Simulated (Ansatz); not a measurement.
Input for Ansatz (development build ahead of 0.2.0):

```yaml
crystal:
  periodic: [false, false, false]
  atoms:
    - { symbol: C, position_ang: [-0.0039, -0.00391, -0.45019] }
    - { symbol: C, position_ang: [-0.00405, 1.224, 0.18902] }
    - { symbol: C, position_ang: [0.00784, -1.2359, 0.19753] }
    - { symbol: H, position_ang: [-0.00896, 0.00144, -1.53467] }
    - { symbol: H, position_ang: [0.00522, 2.15622, -0.3723] }
    - { symbol: H, position_ang: [-0.00028, 1.28908, 1.29124] }
    - { symbol: H, position_ang: [0.00151, -2.15477, -0.37231] }
    - { symbol: H, position_ang: [-0.00963, -1.29665, 1.28597] }
basis:
  gaussian: { orbitals: def2-TZVP }
magnetization:
  spin_polarized: true
  initial_magnetization: 1
hamiltonian:
  xc: hf
correlation:
  method: mp2
  frozen_orbitals: { C: 1, H: 0 }
```

The input is written out in the form of the current development build from the run's settings.

The run gave:

```yaml
Converged: yes
Reference_energy: -116.51242 hartree
Correlation_energy: -0.44203 hartree
Total_energy: -116.95445 hartree
Spin_squared_of_the_determinant: 0.959
```

Caution: the unrestricted determinant is spin contaminated.
